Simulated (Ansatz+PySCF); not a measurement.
**doublet NH3(+): levels of theory in one basis**

```xyz
4

N     0.0000    0.0000    0.0000
H     0.0000   -1.0254   -0.0141
H     0.0000    0.5005    0.8951
H     0.0000    0.5249   -0.8810
```

Basis set: cc-pVTZ (spherical functions). Correlated methods keep 1 orbital frozen. Correlation on ROHF uses semicanonical orbitals with singles. Charge 1, multiplicity 2.

Computed with Ansatz (development build ahead of 0.2.0); each method stands on the lowest determinant of its kind that the runs found.

| method | E − E(ROHF) (eV) | <S²> of the determinant |
| --- | --- | --- |
| ROHF | 0.00 | 0.75 |
| UHF | -0.15 | 0.76 |
| ROHF-MP2 | -5.02 | – |
| UHF-MP2 | -5.01 | 0.76 |
| ROHF-CCSD(T) | -5.66 | – |
| UHF-CCSD(T) | -5.66 | 0.76 |

**Question.** What does UHF-CCSD give on the same scale?

**Answer.** -5.53 eV.
